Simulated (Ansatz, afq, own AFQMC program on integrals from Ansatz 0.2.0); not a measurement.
# Atomization energy of BHClF, singlet

```yaml
atoms:
  - { symbol: F, position_ang: [1.2486, 0.2826, -0.4643] }
  - { symbol: B, position_ang: [0.1025, -0.0761, 0.0624] }
  - { symbol: Cl, position_ang: [-1.3717, 0.5706, -0.6108] }
  - { symbol: H, position_ang: [0.0762, -0.8373, 0.9924] }
```

Connectivity, by distances: F–BH–Cl.

Atoms in their ground-state spins without spin–orbit coupling (mostly on UHF) minus the molecule (RHF), without zero-point energy. The geometry is a stationary point, not shown to be a minimum.

Basis def2-TZVP. Only valence electrons are correlated. Integrals, coupled cluster, full CI and functionals: Ansatz 0.2.0; the random walks run on the same integrals in our own AFQMC program. ph-AFQMC/CISD is guided by a CISD state made of CCSD amplitudes; releasing the constraint for a short imaginary time cuts its bias at the price of noise, slowly where states lie close. Error bars are statistical, one sigma. The errors of all members are added in quadrature.

No full CI on the walks' own integrals is used here; CCSDT(Q) serves as the reference and is uncertain by about the last step of the cluster series. Each member takes its own surest rung, up to full CI.

Errors are counted within def2-TZVP, not against nature.

Reference (CCSDT(Q)): 349.9 kcal/mol.

```csv
level,atomization energy (kcal/mol),error against CCSDT(Q) (kcal/mol)
HF,281.2,-68.7
MP2,364.6,14.8
CCSD,344.2,-5.7
CCSD(T),349.9,0.0
ph-AFQMC/CISD,350.3 ± 0.2,0.4 ± 0.2
released AFQMC,350.1 ± 0.3,0.2 ± 0.3
```

Correlation beyond CCSD(T) changes it by less than 2 meV. The perturbative (T) step is worth +5.7 kcal/mol.

Released energies are given only where the last usable release times agree within the noise; a slower fall can still hide under it.
